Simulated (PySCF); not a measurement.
Species: C4H7F.
SMILES with atom numbers: `[CH3:1][CH2:2]/[CH:3]=[CH:4]/[F:5]` (hydrogens: H6, H7, H8 on C1; H9, H10 on C2; H11 on C3; H12 on C4)

The same species was optimised twice, with GFN2-xTB and with PBE0-D3(BJ)/def2-SVP (PySCF), and the same property calculations (PySCF, gas phase) were run on both structures.

```json
{"coordinate": "C3–H11 (Å)", "GFN2-xTB": "1.081", "PBE0-D3(BJ)/def2-SVP": "1.096", "change": "+0.015"}
{"coordinate": "C4–H12 (Å)", "GFN2-xTB": "1.080", "PBE0-D3(BJ)/def2-SVP": "1.096", "change": "+0.016"}
{"coordinate": "C1–H8 (Å)", "GFN2-xTB": "1.087", "PBE0-D3(BJ)/def2-SVP": "1.102", "change": "+0.015"}
{"coordinate": "C4–F5 (Å)", "GFN2-xTB": "1.347", "PBE0-D3(BJ)/def2-SVP": "1.332", "change": "-0.015"}
{"coordinate": "C1–H6 (Å)", "GFN2-xTB": "1.087", "PBE0-D3(BJ)/def2-SVP": "1.101", "change": "+0.014"}
{"coordinate": "C1–H7 (Å)", "GFN2-xTB": "1.087", "PBE0-D3(BJ)/def2-SVP": "1.101", "change": "+0.014"}
{"coordinate": "C2–H10 (Å)", "GFN2-xTB": "1.091", "PBE0-D3(BJ)/def2-SVP": "1.103", "change": "+0.012"}
{"coordinate": "C2–H9 (Å)", "GFN2-xTB": "1.093", "PBE0-D3(BJ)/def2-SVP": "1.105", "change": "+0.012"}
{"coordinate": "C3=C4 (Å)", "GFN2-xTB": "1.318", "PBE0-D3(BJ)/def2-SVP": "1.329", "change": "+0.011"}
{"coordinate": "C1–C2 (Å)", "GFN2-xTB": "1.529", "PBE0-D3(BJ)/def2-SVP": "1.525", "change": "-0.004"}
{"coordinate": "C2–C3 (Å)", "GFN2-xTB": "1.493", "PBE0-D3(BJ)/def2-SVP": "1.495", "change": "+0.002"}
{"coordinate": "H9–C2–H10 (°)", "GFN2-xTB": "108.2", "PBE0-D3(BJ)/def2-SVP": "105.9", "change": "-2.3"}
{"coordinate": "C4–C3–H11 (°)", "GFN2-xTB": "119.5", "PBE0-D3(BJ)/def2-SVP": "117.7", "change": "-1.8"}
{"coordinate": "C1–C2–C3 (°)", "GFN2-xTB": "111.1", "PBE0-D3(BJ)/def2-SVP": "112.8", "change": "+1.7"}
{"coordinate": "C2–C3–H11 (°)", "GFN2-xTB": "116.9", "PBE0-D3(BJ)/def2-SVP": "118.6", "change": "+1.7"}
{"coordinate": "C3–C4–H12 (°)", "GFN2-xTB": "126.2", "PBE0-D3(BJ)/def2-SVP": "124.8", "change": "-1.4"}
{"coordinate": "H7–C1–H8 (°)", "GFN2-xTB": "108.4", "PBE0-D3(BJ)/def2-SVP": "107.4", "change": "-1.0"}
{"coordinate": "C2–C1–H6 (°)", "GFN2-xTB": "110.4", "PBE0-D3(BJ)/def2-SVP": "111.3", "change": "+0.9"}
{"coordinate": "H6–C1–H8 (°)", "GFN2-xTB": "108.5", "PBE0-D3(BJ)/def2-SVP": "107.6", "change": "-0.9"}
{"coordinate": "C1–C2–C3–C4 (°)", "GFN2-xTB": "118", "PBE0-D3(BJ)/def2-SVP": "119", "change": "+1"}
```

Rotational constants: A = 19087, B = 2126, C = 2069 MHz (GFN2-xTB) against A = 19342, B = 2097, C = 2044 MHz (PBE0-D3(BJ)/def2-SVP). Point groups within 0.08 Å: C1 and C1.

On the GFN2-xTB structure: isotropic polarisability (au) 51.1 [CAM-B3LYP/def2-SVPD]; HOMO (eV) -8.69 [CAM-B3LYP/def2-SVPD]; LUMO (eV) 1.33 [CAM-B3LYP/def2-SVPD]; dipole (D) 1.94 [CAM-B3LYP/def2-SVPD]; HOMO (eV) -7.24 [PBE0/pcSseg-1]; LUMO (eV) 0.58 [PBE0/pcSseg-1]; dipole (D) 1.80 [PBE0/pcSseg-1]; GIAO shielding of C1 (ppm) 168.7 [PBE0/pcSseg-1]; GIAO shielding of C2 (ppm) 162.6 [PBE0/pcSseg-1]; GIAO shielding of C3 (ppm) 66.2 [PBE0/pcSseg-1]; GIAO shielding of C4 (ppm) 28.7 [PBE0/pcSseg-1]; GIAO shielding of F5 (ppm) 297.3 [PBE0/pcSseg-1].

**Question.** What do these properties become on the PBE0-D3(BJ)/def2-SVP structure?

**Answer.** 
```csv
property,level,on GFN2-xTB,on PBE0-D3(BJ)/def2-SVP,change
isotropic polarisability (au),CAM-B3LYP/def2-SVPD,51.1,52.0,+0.9
HOMO (eV),CAM-B3LYP/def2-SVPD,-8.69,-8.63,+0.06
LUMO (eV),CAM-B3LYP/def2-SVPD,1.33,1.31,-0.02
dipole (D),CAM-B3LYP/def2-SVPD,1.94,1.82,-0.12
"energy, GFN2-xTB geometry as zero (kcal/mol)",CAM-B3LYP/def2-SVPD,0.0,-0.4,-0.4
HOMO (eV),PBE0/pcSseg-1,-7.24,-7.19,+0.05
LUMO (eV),PBE0/pcSseg-1,0.58,0.54,-0.04
dipole (D),PBE0/pcSseg-1,1.80,1.68,-0.12
"energy, GFN2-xTB geometry as zero (kcal/mol)",PBE0/pcSseg-1,0.0,-0.3,-0.3
GIAO shielding of C1 (ppm),PBE0/pcSseg-1,168.7,166.9,-1.8
GIAO shielding of C2 (ppm),PBE0/pcSseg-1,162.6,161.5,-1.1
GIAO shielding of C3 (ppm),PBE0/pcSseg-1,66.2,65.1,-1.1
GIAO shielding of C4 (ppm),PBE0/pcSseg-1,28.7,26.9,-1.8
GIAO shielding of F5 (ppm),PBE0/pcSseg-1,297.3,297.0,-0.3
```

The heavy atoms differ by 0.019 Å rms after alignment. Among all bonds C1–H8, C3–H11, C4–F5 and C4–H12 change most and about equally (-0.015 to +0.016 Å). Changes are differences of the printed values. Neither structure is proved a minimum here.

Shape of the structure used: `[CH3:1][CH2:2]/[CH:3]=[CH:4]/[F:5]`: C1–C2–C3–C4 119°.
